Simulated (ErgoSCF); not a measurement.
# AlBH4 (SMILES [BH2][AlH2]): levels of theory compared

We compute a comparison of 6 runs (HF/STO-3G, HF/def2-SVP, BP86/3-21G, B3LYP/def2-SVP, PBE0/6-31G**, PBE0/def2-SVP) of AlBH4. 

The calculation is run with ErgoSCF 3.8.

1 further run of the same task is left out (it didn't finish).

## 1. The molecule

The species is AlBH4 (6 atoms), meant as a singlet with charge 0. SMILES: `[BH2][AlH2]`. Geometry: a GFN2-xTB relaxation, a rough one for these elements and not checked as a minimum.

Bond lengths: B1–Al2 2.087 Å, B1–H3 1.180 Å, B1–H4 1.180 Å, Al2–H5 1.565 Å, Al2–H6 1.565 Å. Angles: B1–Al2–H5 125.1°, B1–Al2–H6 125.2°, Al2–B1–H3 123.2°, Al2–B1–H4 123.1°, H5–Al2–H6 109.6°, H3–B1–H4 113.7°.

## 2. The energy at HF/STO-3G (run 1)

The input, input.xyz:

```xyz
6

B     -0.029530    -1.128080     0.039240
Al     0.023770     0.956900    -0.033730
H     -0.860940    -1.732970     0.618250
H      0.771270    -1.812040    -0.493170
H      1.070420     1.804110    -0.831710
H     -0.975000     1.912090     0.701120
```

The input, ergo.in:

```
# HF on AlBH4
set_nthreads(1)
tmpdir = "."
scf.use_diagonalization = 1
charge = 0
scf.output_mulliken_pop = 1
basis = "STO-3G"
scf.max_number_of_iterations = 120
molecule "input.xyz"
run "HF"
```

The basis set STO-3G is read from a file made from the Basis Set Exchange's data (not shown).

Started as:

```console
$ ergo < ergo.in
```

The program printed:

```text
[...]
INSC SCF_general constructor, number of basis functions: 18
[...]
INSC Energy   1 =       -205.27991811335
[...]
INDE E_LUMO =          0.21989712933
[...]
INSC Energy  12 =       -265.64582952609  ( diff     -0.000000000001023 )
[...]
RESC CONVERGED after  12 iterations.
RESC FINAL ENERGY:       -265.64582952609
[...]
INSC SCF: dipole_moment_x [atomic units] =      -0.00560661
INSC SCF: dipole_moment_y [atomic units] =      -0.14984498
INSC SCF: dipole_moment_z [atomic units] =       0.00472187
[...]
```

Run time: 0.84 s. Hardware: 1 thread of Arm Neoverse V2, shared host; peak memory 0.26 GiB.

## 3. The energy at HF/def2-SVP (run 2)

The input, job.ego:

```
# HF on AlBH4
set_nthreads(1)
molecule_inline Angstrom
B     -0.029530    -1.128080     0.039240
Al     0.023770     0.956900    -0.033730
H     -0.860940    -1.732970     0.618250
H      0.771270    -1.812040    -0.493170
H      1.070420     1.804110    -0.831710
H     -0.975000     1.912090     0.701120
EOF
scf.use_diagonalization = 1
scf.max_number_of_iterations = 120
tmpdir = "."
scf.output_mulliken_pop = 1
basis = "def2-SVP"
run "HF"
```

The basis set def2-SVP is read from a file made from the Basis Set Exchange's data (not shown).

Started as:

```console
$ ergo job.ego
```

The program printed:

```text
[...]
INSC SCF_general constructor, number of basis functions: 52
[...]
INSC Energy   1 =        -92.37219672352
[...]
INDE E_LUMO =          0.00260637579
[...]
INSC Energy  15 =       -268.76232323643  ( diff     -0.000000000004150 )
[...]
RESC CONVERGED after  15 iterations.
RESC FINAL ENERGY:       -268.76232323643
[...]
INSC SCF: dipole_moment_x [atomic units] =      -0.01121003
INSC SCF: dipole_moment_y [atomic units] =      -0.38548759
INSC SCF: dipole_moment_z [atomic units] =       0.01309756
[...]
```

It took 5.1 s on 1 thread of Arm Neoverse V2, shared host; peak memory 0.26 GiB.

Runs 3 to 5 aren't shown in full; the table further down has their settings and results.

## 4. A single-point energy at PBE0/def2-SVP (run 6)

The input, ergo.in:

```
set_nthreads(1)
molecule_inline Angstrom
B       -0.029530      -1.128080       0.039240
Al       0.023770       0.956900      -0.033730
H       -0.860940      -1.732970       0.618250
H        0.771270      -1.812040      -0.493170
H        1.070420       1.804110      -0.831710
H       -0.975000       1.912090       0.701120
EOF
scf.output_mulliken_pop = 1
scf.max_number_of_iterations = 120
tmpdir = "."
XC.radint = 1e-11
scf.use_diagonalization = 1
basis = "def2-SVP"
XC.angint = 41
XC.sparse_mode = 0
run "PBE0"
```

The basis set def2-SVP is read from a file made from the Basis Set Exchange's data (not shown).

Started as:

```console
$ ergo ergo.in
```

The program printed:

```text
[...]
INDF Weighted mixed functional:
[...]
INSC Energy   1 =        -96.61576249789
[...]
INDE E_LUMO =         -0.11789325024
[...]
INSC Energy  18 =       -269.33825353619  ( diff     -0.000000000000227 )
[...]
RESC CONVERGED after  18 iterations.
RESC FINAL ENERGY:       -269.33825353619
[...]
INSC SCF: dipole_moment_x [atomic units] =      -0.01104754
INSC SCF: dipole_moment_y [atomic units] =      -0.38861487
INSC SCF: dipole_moment_z [atomic units] =       0.01325774
[...]
```

It took 8.7 s on 1 thread of Arm Neoverse V2, shared host; peak memory 0.26 GiB.

## 5. The series

```csv
run,level,integration grid,radint,energy (Eh),dipole moment (D),wall time
1,HF/STO-3G,–,–,-265.645830,0.38,0.84 s
2,HF/def2-SVP,–,–,-268.762323,0.98,5.1 s
3,BP86/3-21G,Turbo,1e-11,-268.109534,0.93,2 s
4,B3LYP/def2-SVP,Turbo,1e-11,-269.531136,0.98,9 s
5,PBE0/6-31G** (spherical functions),Turbo,1e-11,-269.422113,0.99,11 s
6,PBE0/def2-SVP,Turbo,1e-11,-269.338254,0.99,8.7 s
```

## 6. Results

| quantity | value |
| --- | --- |
| run 6: total energy | -269.33825 Eh |
| run 6: dipole moment | 0.99 D |

**Reading.** The dipole moment (its size) runs from 0.38 D (HF/STO-3G) to 0.99 D (PBE0/6-31G**). The two ends differ in method and basis. Totals of different functionals can't be ranked against each other. In run 1 the basis is minimal, so the values are rough. All runs together took 37 s, the longest 11 s.
